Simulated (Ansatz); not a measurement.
A made-up structure of CH$_{3}$AlF, doublet:

C1  (-0.629, 0.051, -0.971)
Al2  (0.494, -0.016, 0.853)
F3  (2.155, -0.832, 0.815)
H4  (-1.732, 0.562, -1.064)
H5  (-0.243, -0.415, -2.029)
H6  (-0.045, 0.650, 2.395)
(Å)

It is relaxed with PBE-D4/def2-SVP and then PBE0-D4/def2-TZVP (Ansatz 0.2.0). Atoms count as bonded within 1.22 times the sum of their covalent radii (H–H: 0.88 Å). The end point is not checked to be a true minimum.

Question: Does its bonding change? (Judge from chemistry; the calculation decides.)

Answer: Computed: No: no bond forms or breaks.

Where it ends: The first stage lowers the energy by 1.10 eV in 5 steps. It ends as CH₃AlF ([CH2][AlH][F]):
C1  (-0.561, 0.045, -0.867)
Al2  (0.441, -0.014, 0.761)
F3  (1.924, -0.743, 0.728)
H4  (-1.546, 0.502, -0.948)
H5  (-0.218, -0.370, -1.812)
H6  (-0.040, 0.581, 2.138)
(Å)

Labels in which every atom is bracketed show which atoms are joined, not bond orders.

For scale, one of the runs: PBE0-D4/def2-TZVP relaxation, 117 basis functions, launched by `ansatz run in.yaml --threads 2 --pin off --events-out ev --progress --plain --max-ram 4352MiB`. Hardware: 2 CPU threads of an Arm Neoverse V2, shared host. Wall time about 12 s.
